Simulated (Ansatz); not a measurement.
# C3H5FO2: up Jacob's ladder to CCSD(T)

Aim: compute C3H5FO2 with functionals from several rungs and with coupled cluster, and see how far each lands from CCSD(T) at the basis-set limit for the atomisation energy.

The runs use Ansatz 0.2.0, Gaussian basis; functionals in def2-TZVPP, the program's frozen cores in correlated methods.

Levels to be run: PBE-D4, r2SCAN-D4, PBE0-D4, B3LYP-D4, ωB97X-V, ωB97M-V, B2PLYP; CCSD(T)/def2-TZVPP; MP2/def2-QZVPP; extrapolation to the limit.

## (1) The geometry

The geometry comes from an earlier relaxation with PBE0-D4 in a triple-zeta def2 set; it is a stationary point, not always the lowest conformer.

SMILES `CC(O)(F)C=O`, 11 atoms, charge 0, spin multiplicity 1.

Atoms are counted from 1 here; the program's logs count them from 0.

Bond lengths: C1–C2 1.503 Å, C1–H7 1.091 Å, C1–H8 1.091 Å, C1–H9 1.091 Å, C2–O3 1.356 Å, C2–F4 1.404 Å, C2–C5 1.531 Å, O3–H10 0.970 Å, C5–O6 1.198 Å, C5–H11 1.106 Å. Angles: C2–C1–H7 110.6°, C2–C1–H8 108.6°, C2–C1–H9 110.1°, H7–C1–H8 109.1°, H7–C1–H9 109.6°, H8–C1–H9 108.8°, C1–C2–O3 111.4°, C1–C2–F4 107.8°, C1–C2–C5 114.0°, O3–C2–F4 110.4°, O3–C2–C5 110.5°, F4–C2–C5 102.2°, C2–O3–H10 107.4°, C2–C5–O6 121.3°, C2–C5–H11 116.1°, O6–C5–H11 122.5°.

## (2) PBE-D4 (GGA)

The input, in.yaml:

```yaml
crystal:
  periodic: [false, false, false]
  atoms:
    - {symbol: C, position_ang: [0.662237, -0.438348, -1.058087]}
    - {symbol: C, position_ang: [-0.055660, -0.319375, 0.256835]}
    - {symbol: O, position_ang: [-1.272399, -0.917323, 0.213382]}
    - {symbol: F, position_ang: [0.747366, -0.916449, 1.240980]}
    - {symbol: C, position_ang: [-0.181281, 1.118163, 0.768584]}
    - {symbol: O, position_ang: [-1.229038, 1.553130, 1.152780]}
    - {symbol: H, position_ang: [1.661001, -0.005686, -0.990399]}
    - {symbol: H, position_ang: [0.748375, -1.494989, -1.314046]}
    - {symbol: H, position_ang: [0.095899, 0.068204, -1.840853]}
    - {symbol: H, position_ang: [-1.864792, -0.411995, 0.791795]}
    - {symbol: H, position_ang: [0.753790, 1.707667, 0.799528]}
basis:
  gaussian: {orbitals: def2-TZVPP}
hamiltonian: {xc: pbe, dispersion: d4}
output: {forces: true, orbitals: {seedname: orbitals}}
```

Run with:

```sh
> ansatz run in.yaml --threads 4 --pin off --events-out ev --progress --plain --max-ram 10444MiB
```

After this run come: r2SCAN-D4 (meta-GGA); PBE0-D4 (hybrid); B3LYP-D4 (hybrid); ωB97X-V (range-separated); ωB97M-V (range-separated); B2PLYP (double hybrid); CCSD(T) in def2-TZVPP; MP2 in def2-QZVPP.

**Question.** What will the summary of the whole plan be? Wanted: atomisation energy, CCSD(T)/CBS; farthest; mean size of error, hybrid; mean size of error, range-separated; gap, smallest and largest; T1 diagnostic; triples share of the correlation energy.

As calculated:

| quantity | value |
| --- | --- |
| atomisation energy, CCSD(T)/CBS | 4559.7 kJ/mol |
| functionals within 22.8 kJ/mol (0.5 %) | r2SCAN-D4, PBE0-D4, B3LYP-D4, ωB97X-V, ωB97M-V |
| farthest | PBE-D4 (+164.5 kJ/mol) |
| mean size of error, hybrid | 17.2 kJ/mol |
| mean size of error, range-separated | 13.4 kJ/mol |
| gap, smallest and largest | 3.85 eV (PBE-D4), 11.56 eV (ωB97X-V) |
| T1 diagnostic | 0.0136 |
| triples share of the correlation energy | 3.8 % |

In words: PBE-D4 is off by +164.5 kJ/mol. Double hybrids carry the basis error of their MP2 part in triple zeta, and no dispersion term here, so their miss is partly the set-up's. Misses under about 22.8 kJ/mol are within the doubt on the reference itself, which lacks core-valence correlation, relativity and higher excitations. Hartree-Fock recovers 70 % of the binding; the rest is correlation. The gap grows from 3.8 to 11.6 eV across the functionals, mostly with the share of exact exchange.
